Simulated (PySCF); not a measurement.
## How the functional moves excitation energies

Compound: CH₃NO.
Atom-mapped SMILES: `[NH2:1][CH:2]=[O:3]` (hydrogens: H4, H5 on N1; H6 on C2)

Linear-response calculations in the def2-SVPD basis (PySCF; singlets by full response, triplets Tamm–Dancoff, core orbitals frozen in the response; HF means time-dependent Hartree–Fock). 'Strongest' is the level of largest summed f among the singlets computed (10 roots, of which the last may lack a degenerate partner); it can jump between rows when another state enters that window. S1 is the lowest singlet of each run and needn't be the same state throughout; f(S1) is that of one state. Geometry: PBE0-D3(BJ)/def2-SVP; no solvent, vibrations or thermal averaging.

```json
{"functional": "B3LYP", "kind": "global hybrid, 20% exact exchange", "S1 (eV)": "5.65", "f(S1)": "0.001", "strongest (eV)": "7.92", "T1 (eV)": "5.13", "HOMO (eV)": "-7.47", "gap (eV)": "7.53", "ionisation energy, ΔSCF (eV)": "10.39"}
{"functional": "PBE0", "kind": "global hybrid, 25% exact exchange", "S1 (eV)": "5.70", "f(S1)": "0.001", "strongest (eV)": "8.10", "T1 (eV)": "5.14", "HOMO (eV)": "-7.70", "gap (eV)": "8.08", "ionisation energy, ΔSCF (eV)": "10.28"}
{"functional": "CAM-B3LYP", "kind": "range-separated hybrid", "S1 (eV)": "5.68", "f(S1)": "0.001", "strongest (eV)": "8.28", "T1 (eV)": "5.16", "HOMO (eV)": "-9.21", "gap (eV)": "10.43", "ionisation energy, ΔSCF (eV)": "10.42"}
{"functional": "wB97X-D", "kind": "range-separated hybrid", "S1 (eV)": "5.73", "f(S1)": "0.001", "strongest (eV)": "8.07", "T1 (eV)": "5.25", "HOMO (eV)": "-9.65", "gap (eV)": "11.92", "ionisation energy, ΔSCF (eV)": "10.36"}
{"functional": "LC-wPBE", "kind": "range-separated hybrid", "S1 (eV)": "5.67", "f(S1)": "0.001", "strongest (eV)": "8.24", "T1 (eV)": "5.12", "HOMO (eV)": "-10.50", "gap (eV)": "12.86", "ionisation energy, ΔSCF (eV)": "10.44"}
```

Task: What does BHandHLYP (global hybrid, 50% exact exchange) give?

Result: S1 (eV) 5.91, f(S1) 0.001, strongest (eV) 8.34, T1 (eV) 5.40, HOMO (eV) -9.35, gap (eV) 10.40, ionisation energy, ΔSCF (eV) 10.16. S1 runs from 5.65 eV (B3LYP) to 5.91 eV (BHandHLYP), a spread of 0.27 eV, while the orbital gap spreads over 5.3 eV. Along B3LYP (20%), PBE0 (25%), BHandHLYP (50%) S1 rises with the share of exact exchange. −ε(HOMO) comes closest to its own ΔSCF ionisation energy with LC-wPBE (+0.06 eV) and misses most with B3LYP (-2.92 eV). The lowest triplet of a reference set is 3A''(n→π*) at 5.38 eV (computed, theoretical best estimate (aug-cc-pVTZ, frozen core, CC3 geometry), gas; Veril, Scemama, Caffarel, Lipparini, Boggio-Pasqua, Jacquemin, Loos, WIREs Comput. Mol. Sci. 2021, 11, e1517 (QUESTDB)). The lowest computed triplet differs from it by BHandHLYP +0.02, wB97X-D -0.13, CAM-B3LYP -0.22, PBE0 -0.24, B3LYP -0.25, LC-wPBE -0.26 eV; geometry and basis of the reference needn't be the same.
